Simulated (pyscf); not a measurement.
Routes from SnH₂ [singlet] + water (H₂O)

Candidate steps break at most two bonds and form at most two. Each was searched with GFN2-xTB (tblite) first. Single points on ωB97X-D3(BJ)/def2-SVP structures (PySCF, gas phase). Energies: ωB97M-D3(BJ)/def2-TZVP, eV, from the separated reactants, singlet surface; ΔG‡ with ideal gas, 1 atm, RRHO with modes under 100 cm⁻¹ raised to 100, one conformer, R ln 2 for chiral ones without a mode under 150 cm⁻¹.

```csv
products,type,ΔE‡,ΔE,ΔG‡ 298 K,ΔG‡ 900 K,ν‡ (cm⁻¹)
HO–SnH: [singlet] + H₂,four-centre exchange,0.33,-0.57,0.70,1.55,1244i
HO–SnH₃,insertion,1.33,-0.90,1.66,2.48,1445i
O=SnH₂ + H₂,concerted two-bond exchange,3.70,+1.77,3.87,4.65,1374i
```

Row 1: On the reactant side the descent ends in an adduct with a O–Sn contact, 0.69 eV under the separated species and 0.93 eV under the saddle at ωB97X-D3(BJ)/def2-TZVP. Row 2: On the reactant side the descent ends in an adduct with a O–Sn contact (not fully relaxed), 0.69 eV under the separated species and 1.91 eV under the saddle at ωB97X-D3(BJ)/def2-TZVP. Row 3: On the reactant side the descent ends in an adduct with a O–Sn contact, 0.69 eV under the separated species and 4.38 eV under the saddle at ωB97X-D3(BJ)/def2-TZVP. 

Plain bond fissions and candidates not yet searched are not listed, and one of them may be faster. Each barrier is that of the saddle found; lower ones may exist. A restricted solution here is unstable towards spin polarisation, so biradical character is likely and single-reference numbers are less safe. Elements past Kr carry the def2 core potentials, without spin-orbit coupling.
